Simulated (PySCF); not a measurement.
Gas-phase reaction: 3 SiCl2F2 → SiF4 + 2 SiCl3 + F2

Method: PySCF energies (xtb for GFN2) plus ideal-gas RRHO corrections (1 bar). † marks an energy on the PBE0/def2-TZVP geometry and frequencies; other levels use their own. CCSD(T) freezes the core. Open shells (unrestricted): SiCl3 (multiplicity 2); the rest are closed-shell singlets. GFN2 has no spin-polarisation term. B3LYP is the form with VWN-RPA correlation. CCSD(T) isn't extrapolated to the basis-set limit.

```csv
level,"ΔH°(298 K), kJ"
B3LYP/def2-TZVP†,(withheld)
BLYP/def2-TZVP†,(withheld)
CCSD(T)/def2-TZVPP†,(withheld)
GFN2-xTB,928
PBE/def2-TZVP†,1040
PBE0/def2-QZVP†,(withheld)
r2SCAN/def2-TZVP†,1096
ωB97M-V/def2-TZVP†,1144
ωB97X-V/def2-TZVP†,1135
```

Q: Fill in the missing entries.

A: 
- B3LYP/def2-TZVP†, ΔH°(298 K), kJ: 1086
- BLYP/def2-TZVP†, ΔH°(298 K), kJ: 1034
- CCSD(T)/def2-TZVPP†, ΔH°(298 K), kJ: 1130
- PBE0/def2-QZVP†, ΔH°(298 K), kJ: 1093
